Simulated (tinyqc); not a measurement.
Inside a calculation (part 2 of 3). Method: UHF in the sto-6g basis, for OH+, spin multiplicity 3. Computed by tinyqc, a small Python program that keeps every step (integrals from PySCF). Command: `OMP_NUM_THREADS=1 python tinyqc.py 26267 26268 out.jsonl` (the two numbers bound the seeds that draw the settings). One thread of a shared host (Intel(R) Xeon(R) Processor @ 2.60GHz), about 0.1 s of CPU time with the checks.

Geometry (angstrom):
```
atom         x         y         z
O     0.000000  0.000000  0.000000
H     0.000000  0.000000  1.534000
```

## Iteration 2: diagonalisation and new density

F(alpha) (hartree):
```
             1O 1s      1O 2s     1O 2px     1O 2py     1O 2pz      2H 1s
1O 1s   -21.130459  -5.127552   0.000000   0.000000  -0.008507  -0.328769
1O 2s    -5.127552  -2.905682   0.000000   0.000000  -0.063207  -0.452448
1O 2px    0.000000   0.000000  -1.004357   0.000000   0.000000   0.000000
1O 2py    0.000000   0.000000   0.000000  -1.004357   0.000000   0.000000
1O 2pz   -0.008507  -0.063207   0.000000   0.000000  -0.894069  -0.367697
2H 1s    -0.328769  -0.452448   0.000000   0.000000  -0.367697  -0.517049
```

F(beta) (hartree):
```
             1O 1s      1O 2s     1O 2px     1O 2py     1O 2pz      2H 1s
1O 1s   -21.077099  -5.047314   0.000000   0.000000  -0.008233  -0.322708
1O 2s    -5.047314  -2.534826   0.000000   0.000000  -0.053262  -0.424990
1O 2px    0.000000   0.000000  -0.073287   0.000000   0.000000   0.000000
1O 2py    0.000000   0.000000   0.000000  -0.073287   0.000000   0.000000
1O 2pz   -0.008233  -0.053262   0.000000   0.000000  -0.763217  -0.376896
2H 1s    -0.322708  -0.424990   0.000000   0.000000  -0.376896  -0.552833
```

X:
```
                1          2         3          4          5         6
1O 1s   -0.529604   0.607986  0.000000   0.000000  -0.500142  0.396497
1O 2s    0.775709  -0.335717  0.000000   0.000000  -0.296882  0.543918
1O 2px   0.000000   0.000000  0.974861  -0.222815   0.000000  0.000000
1O 2py   0.000000   0.000000  0.222815   0.974861   0.000000  0.000000
1O 2pz   0.387140   0.661020  0.000000   0.000000   0.616712  0.265655
2H 1s   -0.662643  -0.492729  0.000000   0.000000   0.412495  0.475039
```

Diagonalise F' = X^T F X, C = X C', fill 5 alpha and 3 beta electrons from the bottom; D(s) = C_occ C_occ^T. Each column has its largest component positive (the first on a tie).

F' = X^T F X (alpha) (hartree):
```
           1          2          3          4          5          6
1  -3.434588   4.159914   0.000000   0.000000  -4.014764   3.318033
2   4.159914  -6.253286   0.000000   0.000000   5.810508  -5.537656
3   0.000000   0.000000  -1.004357   0.000000   0.000000   0.000000
4   0.000000   0.000000   0.000000  -1.004357   0.000000   0.000000
5  -4.014764   5.810508   0.000000   0.000000  -7.404660   6.231594
6   3.318033  -5.537656   0.000000   0.000000   6.231594  -7.043480
```

orbital energies (alpha) (hartree): MO1 -21.133736, MO2 -1.761298, MO3 -1.004357, MO4 -1.004357, MO5 -0.951045, MO6 -0.289935

coefficients C (alpha):
```
              MO1        MO2        MO3       MO4        MO5        MO6
1O 1s    0.996802  -0.248303   0.000000  0.000000   0.031776   0.034647
1O 2s    0.013564   1.016298   0.000000  0.000000  -0.152495  -0.205220
1O 2px   0.000000   0.000000  -0.110690  0.993855   0.000000   0.000000
1O 2py   0.000000   0.000000   0.993855  0.110690   0.000000   0.000000
1O 2pz   0.000729   0.073295   0.000000  0.000000   0.889189  -0.491633
2H 1s   -0.001510   0.037731   0.000000  0.000000   0.316381   0.988013
```

F' = X^T F X (beta) (hartree):
```
           1          2          3          4          5          6
1  -3.271890   4.124379   0.000000   0.000000  -4.042893   3.490766
2   4.124379  -6.168781   0.000000   0.000000   5.890367  -5.555356
3   0.000000   0.000000  -0.073287   0.000000   0.000000   0.000000
4   0.000000   0.000000   0.000000  -0.073287   0.000000   0.000000
5  -4.042893   5.890367   0.000000   0.000000  -7.308836   6.144999
6   3.490766  -5.555356   0.000000   0.000000   6.144999  -6.872524
```

orbital energies (beta) (hartree): MO1 -21.078778, MO2 -1.415700, MO3 -0.860172, MO4 -0.267381, MO5 -0.073287, MO6 -0.073287

coefficients C (beta):
```
              MO1        MO2        MO3        MO4       MO5        MO6
1O 1s    0.997747  -0.240296   0.050105   0.041551  0.000000   0.000000
1O 2s    0.009629   0.993881  -0.237506  -0.232623  0.000000   0.000000
1O 2px   0.000000   0.000000   0.000000   0.000000  0.862973  -0.505250
1O 2py   0.000000   0.000000   0.000000   0.000000  0.505250   0.862973
1O 2pz   0.000618   0.096606   0.820478  -0.595999  0.000000   0.000000
2H 1s   -0.001076   0.107829   0.425046   0.940957  0.000000   0.000000
```

D(alpha) after iteration 2:
```
            1O 1s      1O 2s    1O 2px    1O 2py     1O 2pz      2H 1s
1O 1s    1.056279  -0.243675  0.000000  0.000000   0.010782  -0.000821
1O 2s   -0.243675   1.056300  0.000000  0.000000  -0.061097  -0.009921
1O 2px   0.000000   0.000000  1.000000  0.000000   0.000000   0.000000
1O 2py   0.000000   0.000000  0.000000  1.000000   0.000000   0.000000
1O 2pz   0.010782  -0.061097  0.000000  0.000000   0.796030   0.284087
2H 1s   -0.000821  -0.009921  0.000000  0.000000   0.284087   0.101523
```

D(beta) after iteration 2:
```
            1O 1s      1O 2s    1O 2px    1O 2py     1O 2pz      2H 1s
1O 1s    1.055753  -0.241119  0.000000  0.000000   0.018513  -0.005687
1O 2s   -0.241119   1.044302  0.000000  0.000000  -0.098847   0.006208
1O 2px   0.000000   0.000000  0.000000  0.000000   0.000000   0.000000
1O 2py   0.000000   0.000000  0.000000  0.000000   0.000000   0.000000
1O 2pz   0.018513  -0.098847  0.000000  0.000000   0.682517   0.359157
2H 1s   -0.005687   0.006208  0.000000  0.000000   0.359157   0.192293
```

Within a degenerate level the vectors are fixed only up to a rotation; this is one choice.

## Iteration 3: building the Fock matrix

core Hamiltonian H = T + V (hartree):
```
             1O 1s      1O 2s     1O 2px     1O 2py     1O 2pz      2H 1s
1O 1s   -32.276084  -7.127043   0.000000   0.000000  -0.006395  -0.453646
1O 2s    -7.127043  -8.502579   0.000000   0.000000  -0.076148  -1.218483
1O 2px    0.000000   0.000000  -6.801440   0.000000   0.000000   0.000000
1O 2py    0.000000   0.000000   0.000000  -6.801440   0.000000   0.000000
1O 2pz   -0.006395  -0.076148   0.000000   0.000000  -6.837591  -1.006753
2H 1s    -0.453646  -1.218483   0.000000   0.000000  -1.006753  -3.221194
```

Two-electron integrals (ij|kl) in chemists' order, unique and non-zero (hartree):
```
(11|11) 4.787491   (21|11) 0.675884   (21|21) 0.121505   (22|11) 1.117379
(22|21) 0.249212   (22|22) 0.817383   (31|31) 0.025762   (32|31) 0.039145
(32|32) 0.180664   (33|11) 1.117381   (33|21) 0.249212   (33|22) 0.817382
(33|33) 0.880663   (41|41) 0.025762   (42|41) 0.039145   (42|42) 0.180664
(43|43) 0.047461   (44|11) 1.117381   (44|21) 0.249212   (44|22) 0.817382
(44|33) 0.785741   (44|44) 0.880663   (51|51) 0.025762   (52|51) 0.039145
(52|52) 0.180664   (53|53) 0.047461   (54|54) 0.047461   (55|11) 1.117381
(55|21) 0.249212   (55|22) 0.817382   (55|33) 0.785741   (55|44) 0.785741
(55|55) 0.880663   (61|11) 0.045288   (61|21) 0.007818   (61|22) 0.015733
(61|33) 0.015701   (61|44) 0.015701   (61|51) 0.000383   (61|52) 0.000757
(61|55) 0.015796   (61|61) 0.000512   (62|11) 0.136781   (62|21) 0.031065
(62|22) 0.116377   (62|33) 0.114351   (62|44) 0.114351   (62|51) 0.002485
(62|52) 0.019987   (62|55) 0.120429   (62|61) 0.002018   (62|62) 0.022945
(63|31) 0.003073   (63|32) 0.018463   (63|53) 0.003925   (63|63) 0.002850
(64|41) 0.003073   (64|42) 0.018463   (64|54) 0.003925   (64|64) 0.002850
(65|11) 0.111993   (65|21) 0.025744   (65|22) 0.102570   (65|33) 0.098392
(65|44) 0.098392   (65|51) 0.004751   (65|52) 0.034064   (65|55) 0.110927
(65|61) 0.001730   (65|62) 0.024520   (65|65) 0.028633   (66|11) 0.343719
(66|21) 0.079411   (66|22) 0.341128   (66|33) 0.331045   (66|44) 0.331045
(66|51) 0.006205   (66|52) 0.071223   (66|55) 0.361295   (66|61) 0.005166
(66|62) 0.095672   (66|65) 0.115570   (66|66) 0.774999
```

nuclear repulsion = 2.75972470 hartree

J_ij = sum D_kl (ij|kl) with D = D(alpha) + D(beta), K_ij = sum D_kl (ik|jl) for each spin; F = H + J - K(s); E = tr D H + tr D J / 2 - 0.5 sum_s tr D(s) K(s) + E_nn.

Coulomb J (hartree):
```
            1O 1s     1O 2s    1O 2px    1O 2py     1O 2pz     2H 1s
1O 1s   15.933499  2.756192  0.000000  0.000000  -0.003100  0.179378
1O 2s    2.756192  6.909721  0.000000  0.000000   0.009093  0.963201
1O 2px   0.000000  0.000000  6.886257  0.000000   0.000000  0.000000
1O 2py   0.000000  0.000000  0.000000  6.886257   0.000000  0.000000
1O 2pz  -0.003100  0.009093  0.000000  0.000000   6.956649  0.847794
2H 1s    0.179378  0.963201  0.000000  0.000000   0.847794  2.914994
```

exchange K(alpha) (hartree):
```
           1O 1s      1O 2s    1O 2px    1O 2py     1O 2pz     2H 1s
1O 1s   4.927951   0.785273  0.000000  0.000000   0.000365  0.056520
1O 2s   0.785273   1.386759  0.000000  0.000000  -0.012729  0.209857
1O 2px  0.000000   0.000000  1.167023  0.000000   0.000000  0.000000
1O 2py  0.000000   0.000000  0.000000  1.167023   0.000000  0.000000
1O 2pz  0.000365  -0.012729  0.000000  0.000000   1.060175  0.229210
2H 1s   0.056520   0.209857  0.000000  0.000000   0.229210  0.191766
```

exchange K(beta) (hartree):
```
            1O 1s      1O 2s    1O 2px    1O 2py     1O 2pz     2H 1s
1O 1s    4.872896   0.702838  0.000000  0.000000  -0.000103  0.050313
1O 2s    0.702838   1.004860  0.000000  0.000000  -0.032513  0.184710
1O 2px   0.000000   0.000000  0.232944  0.000000   0.000000  0.000000
1O 2py   0.000000   0.000000  0.000000  0.232944   0.000000  0.000000
1O 2pz  -0.000103  -0.032513  0.000000  0.000000   0.883612  0.244131
2H 1s    0.050313   0.184710  0.000000  0.000000   0.244131  0.271460
```

F(alpha) (hartree):
```
             1O 1s      1O 2s     1O 2px     1O 2py     1O 2pz      2H 1s
1O 1s   -21.270535  -5.156123   0.000000   0.000000  -0.009860  -0.330788
1O 2s    -5.156123  -2.979617   0.000000   0.000000  -0.054327  -0.465140
1O 2px    0.000000   0.000000  -1.082207   0.000000   0.000000   0.000000
1O 2py    0.000000   0.000000   0.000000  -1.082207   0.000000   0.000000
1O 2pz   -0.009860  -0.054327   0.000000   0.000000  -0.941118  -0.388169
2H 1s    -0.330788  -0.465140   0.000000   0.000000  -0.388169  -0.497966
```

F(beta) (hartree):
```
             1O 1s      1O 2s     1O 2px     1O 2py     1O 2pz      2H 1s
1O 1s   -21.215480  -5.073688   0.000000   0.000000  -0.009392  -0.324581
1O 2s    -5.073688  -2.597719   0.000000   0.000000  -0.034543  -0.439992
1O 2px    0.000000   0.000000  -0.148128   0.000000   0.000000   0.000000
1O 2py    0.000000   0.000000   0.000000  -0.148128   0.000000   0.000000
1O 2pz   -0.009392  -0.034543   0.000000   0.000000  -0.764554  -0.403090
2H 1s    -0.324581  -0.439992   0.000000   0.000000  -0.403090  -0.577660
```

total energy of this density = -74.68345750 hartree

## Iteration 3: diagonalisation and new density

As before.

F' = X^T F X (alpha) (hartree):
```
           1          2          3          4          5          6
1  -3.465541   4.218649   0.000000   0.000000  -4.042455   3.309306
2   4.218649  -6.312343   0.000000   0.000000   5.818930  -5.572981
3   0.000000   0.000000  -1.082207   0.000000   0.000000   0.000000
4   0.000000   0.000000   0.000000  -1.082207   0.000000   0.000000
5  -4.042455   5.818930   0.000000   0.000000  -7.478239   6.271456
6   3.309306  -5.572981   0.000000   0.000000   6.271456  -7.108917
```

orbital energies (alpha) (hartree): MO1 -21.273701, MO2 -1.831926, MO3 -1.082207, MO4 -1.082207, MO5 -1.000764, MO6 -0.258648

coefficients C (alpha):
```
              MO1        MO2       MO3        MO4        MO5        MO6
1O 1s    0.996865  -0.248426  0.000000   0.000000   0.027890   0.035304
1O 2s    0.013304   1.018015  0.000000   0.000000  -0.135963  -0.208325
1O 2px   0.000000   0.000000  0.056160   0.998422   0.000000   0.000000
1O 2py   0.000000   0.000000  0.998422  -0.056160   0.000000   0.000000
1O 2pz   0.000779   0.061096  0.000000   0.000000   0.897433  -0.478134
2H 1s   -0.001473   0.034552  0.000000   0.000000   0.301826   0.992672
```

F' = X^T F X (beta) (hartree):
```
           1          2          3          4          5          6
1  -3.298713   4.186170   0.000000   0.000000  -4.046545   3.508871
2   4.186170  -6.218884   0.000000   0.000000   5.923179  -5.570854
3   0.000000   0.000000  -0.148128   0.000000   0.000000   0.000000
4   0.000000   0.000000   0.000000  -0.148128   0.000000   0.000000
5  -4.046545   5.923179   0.000000   0.000000  -7.376579   6.180810
6   3.508871  -5.570854   0.000000   0.000000   6.180810  -6.939862
```

orbital energies (beta) (hartree): MO1 -21.217048, MO2 -1.474270, MO3 -0.891765, MO4 -0.250954, MO5 -0.148128, MO6 -0.148128

coefficients C (beta):
```
              MO1        MO2        MO3        MO4        MO5       MO6
1O 1s    0.997830  -0.240927   0.044073   0.042739   0.000000  0.000000
1O 2s    0.009282   0.998044  -0.215088  -0.236589   0.000000  0.000000
1O 2px   0.000000   0.000000   0.000000   0.000000   0.999974  0.007219
1O 2py   0.000000   0.000000   0.000000   0.000000  -0.007219  0.999974
1O 2pz   0.000653   0.064276   0.801392  -0.625597   0.000000  0.000000
2H 1s   -0.001028   0.105361   0.461256   0.924030   0.000000  0.000000
```

D(alpha) after iteration 3:
```
            1O 1s      1O 2s    1O 2px    1O 2py     1O 2pz      2H 1s
1O 1s    1.056233  -0.243431  0.000000  0.000000   0.010628  -0.001634
1O 2s   -0.243431   1.055017  0.000000  0.000000  -0.059811  -0.005883
1O 2px   0.000000   0.000000  1.000000  0.000000   0.000000   0.000000
1O 2py   0.000000   0.000000  0.000000  1.000000   0.000000   0.000000
1O 2pz   0.010628  -0.059811  0.000000  0.000000   0.809120   0.272978
2H 1s   -0.001634  -0.005883  0.000000  0.000000   0.272978   0.092295
```

D(beta) after iteration 3:
```
            1O 1s      1O 2s    1O 2px    1O 2py     1O 2pz      2H 1s
1O 1s    1.055653  -0.240674  0.000000  0.000000   0.020486  -0.006081
1O 2s   -0.240674   1.042441  0.000000  0.000000  -0.108214   0.005935
1O 2px   0.000000   0.000000  0.000000  0.000000   0.000000   0.000000
1O 2py   0.000000   0.000000  0.000000  0.000000   0.000000   0.000000
1O 2pz   0.020486  -0.108214  0.000000  0.000000   0.646361   0.376419
2H 1s   -0.006081   0.005935  0.000000  0.000000   0.376419   0.223860
```

Within a degenerate level the vectors are fixed only up to a rotation; this is one choice.

## Iteration 12 (converged): orbitals

converged F(alpha) (hartree):
```
             1O 1s      1O 2s     1O 2px     1O 2py     1O 2pz      2H 1s
1O 1s   -21.376412  -5.183291   0.000000   0.000000  -0.009397  -0.331987
1O 2s    -5.183291  -3.062182   0.000000   0.000000  -0.055701  -0.459598
1O 2px    0.000000   0.000000  -1.149295   0.000000   0.000000   0.000000
1O 2py    0.000000   0.000000   0.000000  -1.149295   0.000000   0.000000
1O 2pz   -0.009397  -0.055701   0.000000   0.000000  -1.092178  -0.345338
2H 1s    -0.331987  -0.459598   0.000000   0.000000  -0.345338  -0.355208
```

converged F(beta) (hartree):
```
             1O 1s      1O 2s     1O 2px     1O 2py     1O 2pz      2H 1s
1O 1s   -21.311974  -5.086695   0.000000   0.000000  -0.008865  -0.325317
1O 2s    -5.086695  -2.621276   0.000000   0.000000  -0.012620  -0.445905
1O 2px    0.000000   0.000000  -0.199189   0.000000   0.000000   0.000000
1O 2py    0.000000   0.000000   0.000000  -0.199189   0.000000   0.000000
1O 2pz   -0.008865  -0.012620   0.000000   0.000000  -0.633946  -0.420594
2H 1s    -0.325317  -0.445905   0.000000   0.000000  -0.420594  -0.702495
```

As before.

F' = X^T F X (alpha) (hartree):
```
           1          2          3          4          5          6
1  -3.512080   4.236327   0.000000   0.000000  -4.128980   3.236131
2   4.236327  -6.405407   0.000000   0.000000   5.751327  -5.643551
3   0.000000   0.000000  -1.149295   0.000000   0.000000   0.000000
4   0.000000   0.000000   0.000000  -1.149295   0.000000   0.000000
5  -4.128980   5.751327   0.000000   0.000000  -7.532084   6.337089
6   3.236131  -5.643551   0.000000   0.000000   6.337089  -7.127230
```

orbital energies (alpha) (hartree): MO1 -21.379647, MO2 -1.910956, MO3 -1.149295, MO4 -1.149295, MO5 -1.108215, MO6 -0.177984

coefficients C (alpha):
```
              MO1        MO2        MO3       MO4        MO5        MO6
1O 1s    0.996832  -0.249308   0.000000  0.000000   0.022021   0.034149
1O 2s    0.013442   1.022447   0.000000  0.000000  -0.102102  -0.205944
1O 2px   0.000000   0.000000  -0.014224  0.999899   0.000000   0.000000
1O 2py   0.000000   0.000000   0.999899  0.014224   0.000000   0.000000
1O 2pz   0.000771   0.066487   0.000000  0.000000   0.958564  -0.338328
2H 1s   -0.001513   0.013955   0.000000  0.000000   0.151135   1.026963
```

F' = X^T F X (beta) (hartree):
```
           1          2          3          4          5          6
1  -3.337011   4.227979   0.000000   0.000000  -3.989460   3.581003
2   4.227979  -6.224556   0.000000   0.000000   6.020269  -5.534824
3   0.000000   0.000000  -0.199189   0.000000   0.000000   0.000000
4   0.000000   0.000000   0.000000  -0.199189   0.000000   0.000000
5  -3.989460   6.020269   0.000000   0.000000  -7.393728   6.203953
6   3.581003  -5.534824   0.000000   0.000000   6.203953  -6.987869
```

orbital energies (beta) (hartree): MO1 -21.313369, MO2 -1.497715, MO3 -0.881390, MO4 -0.250690, MO5 -0.199189, MO6 -0.199189

coefficients C (beta):
```
              MO1        MO2        MO3        MO4       MO5        MO6
1O 1s    0.997959  -0.240347   0.047486   0.039198  0.000000   0.000000
1O 2s    0.008740   0.997131  -0.241115  -0.214318  0.000000   0.000000
1O 2px   0.000000   0.000000   0.000000   0.000000  0.086648   0.996239
1O 2py   0.000000   0.000000   0.000000   0.000000  0.996239  -0.086648
1O 2pz   0.000599   0.030903   0.655409  -0.779241  0.000000   0.000000
2H 1s   -0.000963   0.115708   0.644566   0.805504  0.000000   0.000000
```

D(alpha) after iteration 12:
```
            1O 1s      1O 2s    1O 2px    1O 2py     1O 2pz      2H 1s
1O 1s    1.056313  -0.243752  0.000000  0.000000   0.005302  -0.001659
1O 2s   -0.243752   1.056003  0.000000  0.000000  -0.029881  -0.001184
1O 2px   0.000000   0.000000  1.000000  0.000000   0.000000   0.000000
1O 2py   0.000000   0.000000  0.000000  1.000000   0.000000   0.000000
1O 2pz   0.005302  -0.029881  0.000000  0.000000   0.923266   0.145799
2H 1s   -0.001659  -0.001184  0.000000  0.000000   0.145799   0.023039
```

D(beta) after iteration 12:
```
            1O 1s      1O 2s    1O 2px    1O 2py     1O 2pz      2H 1s
1O 1s    1.055943  -0.242384  0.000000  0.000000   0.024293   0.001837
1O 2s   -0.242384   1.052484  0.000000  0.000000  -0.127209  -0.040047
1O 2px   0.000000   0.000000  0.000000  0.000000   0.000000   0.000000
1O 2py   0.000000   0.000000  0.000000  0.000000   0.000000   0.000000
1O 2pz   0.024293  -0.127209  0.000000  0.000000   0.430516   0.426030
2H 1s    0.001837  -0.040047  0.000000  0.000000   0.426030   0.428855
```

Within a degenerate level the vectors are fixed only up to a rotation; this is one choice.

## Convergence

Stop when the energy changes by less than 1e-09 hartree and every element of the error matrix X^T (F D S - S D F) X (for each spin) is below 9e-06.

Course of the cycle:
```
iteration   E (hartree)     change  largest element of the error matrix
1          -74.47629021          -                             1.18e-01
2          -74.66291078  -1.87e-01                             5.53e-02
3          -74.68345750  -2.05e-02                             1.57e-02
4          -74.68553032  -2.07e-03                             9.60e-03
5          -74.68766851  -2.14e-03                             8.85e-03
6          -74.69262664  -4.96e-03                             6.79e-03
7          -74.69229391   3.33e-04                             5.42e-03
8          -74.69328540  -9.91e-04                             5.28e-04
9          -74.69328517   2.26e-07                             1.82e-04
10         -74.69328612  -9.42e-07                             2.70e-05
11         -74.69328613  -1.61e-08                             2.25e-06
12         -74.69328613  -4.38e-11                             2.12e-07
```

PySCF UHF in the same basis, after a stability check = -74.69328613 hartree

Converged in 12 iterations.
